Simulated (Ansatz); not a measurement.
A nudged elastic band was laid between two geometries of BClH4S (7 atoms, charge 0, multiplicity 1).

These are results of RKS BLYP/def2-SVP in Ansatz, not measurements.

```yaml
movable_images: 7
climbing_image: yes
spring: 5.0 eV/Å²
optimiser: quadratic models (default)
start_path: through a guess of the saddle point
force_threshold: 0.05 eV/Å
iteration_limit: 60
end_points: relaxed
```

First end point:

```xyz
7
Properties=species:S:1:pos:R:3
B 0.034 -0.040 0.109
Cl -0.608 0.605 1.701
H 1.222 0.126 -0.086
H -0.723 0.045 -0.838
S 0.071 -2.206 0.247
H -1.174 -2.428 0.769
H 0.659 -2.352 1.472
```

Last end point:

```xyz
7
Properties=species:S:1:pos:R:3
B 0.163 -0.577 -0.539
Cl -0.173 0.164 3.062
H 1.235 -0.025 -0.592
H -0.876 -0.047 -0.843
S 0.212 -2.289 0.006
H -1.123 -2.578 -0.052
H 0.045 -0.897 2.333
```

What changes between the two ends?

Bonds broken: B1–Cl2, S5–H7. Bonds formed: Cl2–H7. BClH4S becomes BH3S + ClH.

Give the energies along the band, and the barrier.

The forces met the threshold. The highest image is number 5 of 0 to 8, 16.3 kcal/mol above the first end and 12.3 kcal/mol above the last; the last end lies 4.0 kcal/mol above the first. A vibrational analysis at the climbing image gives one clearly imaginary mode, 621i cm⁻¹: a first-order saddle point. The orbitals stay closed-shell, which can raise the energy where a bond breaks towards radicals; this wasn't checked here.

| image | path coordinate (Å) | energy (kcal/mol) | B1–Cl2 (Å) | S5–H7 (Å) | Cl2–H7 (Å) |
| --- | --- | --- | --- | --- | --- |
| 0 | 0.00 | 0.0 | 1.83 | 1.37 | 3.23 |
| 1 | 0.39 | 0.3 | 1.83 | 1.37 | 3.06 |
| 2 | 0.78 | 1.2 | 1.83 | 1.36 | 2.83 |
| 3 | 1.17 | 3.5 | 1.86 | 1.37 | 2.38 |
| 4 | 1.57 | 9.7 | 1.97 | 1.45 | 1.92 |
| 5 | 1.96 | 16.3 | 2.18 | 1.75 | 1.52 |
| 6 | 2.47 | 9.1 | 2.69 | 2.19 | 1.33 |
| 7 | 2.99 | 4.7 | 3.21 | 2.52 | 1.31 |
| 8 | 3.51 | 4.0 | 3.69 | 2.72 | 1.31 |

What is the geometry of the highest image?


```xyz
7
Properties=species:S:1:pos:R:3
B 0.130 -0.356 -0.051
Cl -0.197 0.173 2.039
H 1.225 0.089 -0.288
H -0.866 -0.004 -0.631
S 0.246 -2.281 0.313
H -1.086 -2.569 0.244
H 0.030 -1.302 1.747
```

What are the harmonic wavenumbers there?

621i, 313, 336, 440, 584, 642, 726, 870, 886, 994, 1107, 1205, 2539, 2569, 2664 cm⁻¹.

The run took 59 s on 2 threads of Arm Neoverse V1 (shared host), peak memory 0.15 GiB.
